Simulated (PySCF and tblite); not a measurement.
The numbers below are computed, except where a source is named.
System: C₄H₅N, numbered as in [CH:1]#[C:2][N:3]1[CH2:4][CH2:5]1.

Motion: pyramidal inversion at N3. GFN2-xTB gives an electronic barrier of 7.4 kcal/mol.

(1) What does revPBE/pcSseg-1 + D3(BJ), IEF-PCM water give on B3LYP-D3(BJ)/def2-SVP geometries?

(2) And the level of the geometries itself, B3LYP-D3(BJ)/def2-SVP?

Programs: tblite and PySCF.

Answers

(1) A barrier of 9.9 kcal/mol, 2.5 above the tight-binding barrier (from unrounded values) and, with GFN2-xTB thermal terms, ΔG‡(298 K) = 8.8 kcal/mol and k = 2×10⁶ s⁻¹ (1 equivalent path).

(2) 8.0 kcal/mol.
